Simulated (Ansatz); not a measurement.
Geometry optimisation, RKS PBE0/def2-SVP in Ansatz.

Input file:

```yaml
crystal:
  periodic: [false, false, false]
  atoms:
    - { symbol: Al, position_ang: [0.0, 0.0, 0.0] }
    - { symbol: C, position_ang: [0.0, 0.0, 2.32] }
    - { symbol: H, position_ang: [-0.9996, -0.3092, 2.6905] }
    - { symbol: H, position_ang: [0.7676, -0.7111, 2.6905] }
    - { symbol: H, position_ang: [0.232, 1.0203, 2.6905] }
    - { symbol: H, position_ang: [1.351, 0.0, -0.78] }
    - { symbol: H, position_ang: [-1.351, 0.0, -0.78] }
    - { symbol: P, position_ang: [-0.3304, -2.426, 0.8135] }
    - { symbol: H, position_ang: [-0.8976, -3.2031, -0.2309] }
    - { symbol: H, position_ang: [0.9248, -2.9767, 1.1843] }
    - { symbol: H, position_ang: [-0.178, -1.3067, 2.0368] }
basis:
  gaussian: { orbitals: def2-SVP }
hamiltonian:
  xc: pbe0
relax:
  f_tol: 0.15
  max_steps: 25
  restrain:
    - { distance: [0, 7], at: 3.48, k: 30.0 }
    - { distance: [10, 1], at: 2.31, k: 30.0 }
    - { distance: [0, 1], at: 1.97, k: 30.0 }
    - { distance: [10, 7], at: 1.42, k: 30.0 }
```

Launched with:

```bash
$ ansatz run input.yaml --threads 2 --pin off --max-ram 3072MiB --backend cpu --events-out ev --progress --plain --runs-dir out
```

Where does it end, and by what steps?

The run converged. The restraints hold the end off the free minimum. After 8 steps the energy has fallen by 2.873 eV (the restraints' own energy left out); P8 moved furthest, 0.92 Å. Parted: Al1–P8.

```json
{"step": "0", "energy less start (eV)": "0.0000", "largest force component (eV/Å)": "1.942", "accepted": "yes"}
{"step": "1", "energy less start (eV)": "-0.0270", "largest force component (eV/Å)": "2.309", "accepted": "yes"}
{"step": "2", "energy less start (eV)": "-0.0466", "largest force component (eV/Å)": "4.940", "accepted": "yes"}
{"step": "3", "energy less start (eV)": "-0.6949", "largest force component (eV/Å)": "3.887", "accepted": "yes"}
{"step": "4", "energy less start (eV)": "-1.8296", "largest force component (eV/Å)": "2.381", "accepted": "yes"}
{"step": "5", "energy less start (eV)": "-2.6634", "largest force component (eV/Å)": "1.009", "accepted": "yes"}
{"step": "6", "energy less start (eV)": "-2.8297", "largest force component (eV/Å)": "0.496", "accepted": "yes"}
{"step": "7", "energy less start (eV)": "-2.8420", "largest force component (eV/Å)": "0.323", "accepted": "yes"}
{"step": "8", "energy less start (eV)": "-2.8728", "largest force component (eV/Å)": "0.377", "accepted": "yes"}
```

```xyz
11
Properties=species:S:1:pos:R:3
Al 0.029 0.060 0.265
C -0.005 0.254 2.222
H -0.961 -0.034 2.688
H 0.813 -0.280 2.732
H 0.138 1.328 2.447
H 1.407 -0.100 -0.519
H -1.324 0.183 -0.566
P -0.352 -3.287 1.125
H -0.855 -2.890 -0.156
H 1.016 -3.177 0.727
H -0.387 -1.968 1.670
```

Time of the run: 16 s on 2 threads of Arm Neoverse V2, on a shared host, peak memory 0.17 GiB.
